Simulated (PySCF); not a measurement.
Molecule (SMILES): FF (F2).
Geometry (B3LYP-D3(BJ)/def2-TZVP, fixed):
```xyz
2

F      0.0000     0.0000    -0.6982
F      0.0000     0.0000     0.6982
```
Charge 0, spin multiplicity 1.

Basis-set convergence of the mean static polarisability at PBE0 with PySCF. All functions are spherical. Density fitting with generated auxiliary sets. No added dispersion term, no relativity. Reference: the value in aug-cc-pV5Z, 8.46 bohr³, itself unsure by roughly 0.6 % (its mean distance from d-aug-cc-pVTZ, aug-pcseg-3, aug-cc-pVQZ). Deviations are taken from unrounded values. Cost is core time over that of def2-QZVPP, rough, on shared machines of one kind; a dash marks a row that isn't timed (too short, read off another run, short of memory, by another algorithm or on other hardware).

```csv
basis,functions,mean static polarisability (bohr³),minus reference (%),cost
3-21G,18,3.07,-63.7,-
cc-pVDZ,28,4.18,-50.6,-
def2-SVP,28,4.48,-47.0,-
6-311+G**,44,5.86,-30.8,-
aug-cc-pVDZ,46,7.55,-10.8,-
def2-SVPD,46,8.22,-2.9,-
Sadlej pVTZ,48,8.45,-0.1,-
d-aug-cc-pVDZ,64,8.48,0.3,-
aug-pcseg-2,92,8.44,-0.2,0.6×
def2-QZVPP,114,6.73,-20.5,1×
def2-QZVPPD,132,8.47,0.2,1×
cc-pV5Z,182,7.18,-15.1,3×
aug-cc-pV5Z,254,8.46,0.0,6×
```

The smallest set listed that lies within 5 % of the reference with all its larger relatives (same family, alike in diffuse functions; a set with none counts only in the reference's own line) is def2-SVPD (46 functions, -2.9 % off). Inside, with no larger relative to test it: Sadlej pVTZ. (Relatives not listed, tested too: def2-TZVPD -0.2, def2-TZVPPD -0.2, d-aug-cc-pVTZ 0.6, aug-pcseg-3 0.6 %.)
